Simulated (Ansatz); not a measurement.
# CHN: the cost of one run

Computed with Ansatz 0.2.0 (the levels named in each step, unless a step's input says otherwise).

### Step 1. The starting structure

Bond lengths: C1–N2 1.138 Å, C1–H3 1.058 Å. Angles: N2–C1–H3 180.0°.

Structure file:

```xyz
3

C     0.0000    0.0000   -0.0264
N     0.0000    0.0000    1.1112
H     0.0000    0.0000   -1.0848
```

### Step 2. A rough first relaxation, PBE-D4/def2-SVP

This run stands in another session on the same molecule. It ended at:

```xyz
3

C     0.0000    0.0000   -0.0268
N     0.0000    0.0000    1.1405
H     0.0000    0.0000   -1.1138
```

### Step 3. Relaxation, PBE0-D4/def2-TZVPP

This run stands in another session on the same molecule. It ended at:

```xyz
3

C     0.0000    0.0000   -0.0258
N     0.0000    0.0000    1.1198
H     0.0000    0.0000   -1.0940
```

### Step 4. Frequencies, PBE0-D4/def2-TZVPP

File input.yaml:

```yaml
crystal:
  periodic: [false, false, false]
  atoms:
    - { symbol: C, position_ang: [0.0, 0.0, -0.02580354] }
    - { symbol: "N", position_ang: [0.0, 0.0, 1.11980576] }
    - { symbol: H, position_ang: [0.0, 0.0, -1.09400222] }
basis:
  gaussian: { orbitals: def2-TZVPP }
hamiltonian:
  xc: pbe0
  dispersion: d4
phonons: {}
```

Started as:

```console
$ ansatz run input.yaml --threads 2 --pin off --max-ram 5120MiB --backend cpu --events-out ev --progress --plain --runs-dir out
```

Q: Estimate wall time and peak memory on 2 threads of Intel Xeon Platinum 8488C (Sapphire Rapids), shared host.

About 3.7 s, with a peak of 0.12 GiB.
